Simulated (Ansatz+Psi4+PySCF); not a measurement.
Two shapes of doublet COS(+).

Shape 1:

```xyz
3

O     0.0000    0.0000   -1.6992
C     0.0000    0.0000   -0.5205
S     0.0000    0.0000    1.0448
```

Shape 2:

```xyz
3

O     0.0154    0.0243   -1.7076
C     0.0172    0.0231   -0.5121
S     0.0200    0.0023    1.0225
```

Basis set: cc-pVTZ on C, O; cc-pV(T+d)Z on S (spherical functions). Correlated methods keep 7 orbitals frozen. Correlation on ROHF uses semicanonical orbitals with singles. Charge 1, multiplicity 2.

Computed with Ansatz (development build ahead of 0.2.0) and Psi4 1.11; each method stands on the lowest determinant of its kind that the runs found.

**Question.** Which shape is lower in energy, and by how much in each method?

**Answer.**

```csv
method,E(2) − E(1) (eV)
ROHF,0.272
UHF,0.139
ROHF-MP2,0.144
UHF-MP2,0.274
```

Shape 1 is lower. Caution for UHF, UHF-MP2: the unrestricted determinant is spin contaminated. Caution for UHF-MP2: large amplitudes, a single reference is doubtful.
